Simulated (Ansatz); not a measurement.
A run on `C=C1N=C1O` with other settings.

```yaml
crystal:
  periodic: [false, false, false]
  atoms:
    - {symbol: C, position_ang: [0.058859, 1.671058, 0.038147]}
    - {symbol: C, position_ang: [0.164826, 0.287523, 0.082515]}
    - {symbol: N, position_ang: [1.229506, -0.681381, 0.146442]}
    - {symbol: C, position_ang: [-0.170980, -1.168182, -0.131675]}
    - {symbol: O, position_ang: [-0.895453, -2.012874, -0.098996]}
    - {symbol: H, position_ang: [0.767421, 2.279461, 0.240752]}
    - {symbol: H, position_ang: [-0.931954, 2.096991, -0.106401]}
    - {symbol: H, position_ang: [-0.345517, -2.870215, -0.171060]}
basis:
  gaussian: {orbitals: pcseg-2, nuclear_model: gaussian}
total_charge: 1
magnetization: {spin_polarized: true, initial_magnetization: 1}
hamiltonian: {xc: {name: SPW92}}
scf: {lower_state_search: light}
output: {forces: true}
```

```sh
$ ansatz run in.yaml --threads 2 --pin off --events-out ev --progress --plain --max-ram 4352MiB
```

Output, abridged:

```
Functional definition: SPW92
942 factors; their error is unknown
mean field evaluation 1: about -6616.6735 eV, gradient 5.8e1 eV
mean field evaluation 2: about -6607.1802 eV, gradient 7.5e1 eV
mean field evaluation 4: about -6629.7259 eV, gradient 6.3e0 eV
mean field evaluation 8: about -6629.8978 eV, gradient 1.4e-1 eV
mean field evaluation 16: about -6629.8362 eV, gradient 6.2e-3 eV
mean field -6629.83618331 eV, -243.6419858722 hartree, gradient 3.2e-5 eV, S^2 0.754488; 1 other end points of the search recorded, 0 dependent functions left out
reference -6629.83621879 eV, -243.6419871762 hartree; 18, 17 occupied and 174, 175 virtual orbitals, 942 factors
Total energy: -6629.83621879 eV, -243.6419871762 hartree
Atom 0 at     0.058859     1.671058     0.038147 Å, force    -5.713281    -5.113127    -0.942680 eV/Å
Atom 1 at     0.164826     0.287523     0.082515 Å, force     1.364322    -4.215117    -1.100254 eV/Å
Atom 2 at     1.229506    -0.681381     0.146442 Å, force    -4.847096    -0.042190    -1.026154 eV/Å
Atom 3 at    -0.170980    -1.168182    -0.131675 Å, force    12.070985    16.965893     2.208395 eV/Å
Atom 4 at    -0.895453    -2.012874    -0.098996 Å, force    -6.954750   -11.480384    -0.634404 eV/Å
Atom 5 at     0.767421     2.279461     0.240752 Å, force     5.530450     4.128324     1.395258 eV/Å
Atom 6 at    -0.931954     2.096991    -0.106401 Å, force    -0.257733     0.082603    -0.202177 eV/Å
Atom 7 at    -0.345517    -2.870215    -0.171060 Å, force    -1.192896    -0.326002     0.302017 eV/Å
Dipole moment:    -0.314562    -0.134753    -0.097606 e Å
```

Hardware: 2 threads of an Arm Neoverse N1 on a shared host. Wall time 4.2 s, peak host memory 0.21 GiB.
